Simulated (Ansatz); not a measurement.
# NH₃S (triplet): from Hartree-Fock to the top rungs at distance N1–H4 along a hydrogen transfer = 1.012 Å, cc-pVDZ

How much of the correlation energy of NH₃S (triplet) does each wave-function method recover here?

Program: Ansatz 0.2.0, Gaussian basis. Level of theory: cc-pVDZ, core rule «outside noble gas», up to 6 orbitals frozen. These are calculated values, not measurements.

Plan: UHF; CCSD(T) on ROHF; CCSD(T) on UHF; BCCD(T) on ROHF; CISD; CCSDT(Q) on ROHF; CCSDT(Q) on UHF; CASSCF and MRCISD+Q, 4 electrons in 4 orbitals; CASSCF and NEVPT2, 4 electrons in 4 orbitals; CASSCF and NEVPT2, 14 electrons in 11 orbitals.

7 further runs of the same task are left out: 7 that didn't finish.

### 1 The geometry

The geometry derives from fragments relaxed apart (PBE0/def2-TZVP) and kept rigid, so it is no stationary point. A hydrogen atom is moved between rigid fragments.

5 atoms, charge 0, spin multiplicity 3.

Atoms are counted from 1 here; the program's logs count them from 0.

Bond lengths: N1–H2 1.012 Å, N1–H3 1.012 Å, N1–H4 1.012 Å. Angles: H2–N1–H3 107.1°, H2–N1–H4 107.1°, H3–N1–H4 107.1°.

### 2 UHF

Contents of in.yaml:

```yaml
crystal:
  periodic: [false, false, false]
  atoms:
    - {symbol: N, position_ang: [-1.792889, -0.011611, -0.018072]}
    - {symbol: H, position_ang: [-2.090168, 0.956222, -0.018071]}
    - {symbol: H, position_ang: [-2.090168, -0.413910, 0.862188]}
    - {symbol: H, position_ang: [-0.780428, -0.011611, -0.018072]}
    - {symbol: S, position_ang: [0.939111, -0.011610, -0.018072]}
basis:
  gaussian: {orbitals: cc-pVDZ}
magnetization: {spin_polarized: true, initial_magnetization: 2}
hamiltonian: {xc: hf}
output: {orbitals: {seedname: orbitals}}
```

On the command line:

```sh
ansatz run in.yaml --threads 1 --pin off --events-out ev --progress --plain --max-ram 2393MiB
```

The runs that follow: CCSD(T) on ROHF; CCSD(T) on UHF; BCCD(T) on ROHF; CISD; CCSDT(Q) on ROHF; CCSDT(Q) on UHF; CASSCF and MRCISD+Q, 4 electrons in 4 orbitals; CASSCF and NEVPT2, 4 electrons in 4 orbitals; CASSCF and NEVPT2, 14 electrons in 11 orbitals.

Q: Predict the results of all the runs planned. Wanted: UCCSDT(Q) below the RHF energy; RMP2 from UCCSDT(Q); UMP2 from UCCSDT(Q); RCCSD from UCCSDT(Q); RCCSD(T) from UCCSDT(Q); UCCSD(T) from UCCSDT(Q); RCCSDT(Q) from UCCSDT(Q); NEVPT2 valence from UCCSDT(Q); T1 diagnostic.

As calculated:

| quantity | value |
| --- | --- |
| UCCSDT(Q) below the RHF energy | -8.9054 eV |
| RMP2 from UCCSDT(Q) | +105.8 kJ/mol |
| UMP2 from UCCSDT(Q) | +108.1 kJ/mol |
| RCCSD from UCCSDT(Q) | +19.9 kJ/mol |
| RCCSD(T) from UCCSDT(Q) | +3.1 kJ/mol |
| UCCSD(T) from UCCSDT(Q) | +3.1 kJ/mol |
| RCCSDT(Q) from UCCSDT(Q) | +0.1 kJ/mol |
| NEVPT2 valence from UCCSDT(Q) | +141.7 kJ/mol |
| levels within 1 kcal/mol (43 meV) | RCCSD(T), UCCSD(T), BCCD(T), RCCSDT, UCCSDT, RCCSDT(Q) |
| T1 diagnostic | 0.019 |
| effectively unpaired electrons | 2.01 |

**Reading.** RCCSD(T) lands +3.1 kJ/mol from the yardstick (0.4 % of the correlation energy). One determinant dominates. These misses are within one basis, not against nature; the frozen cores of restricted and unrestricted runs differ, which can shift their rows.
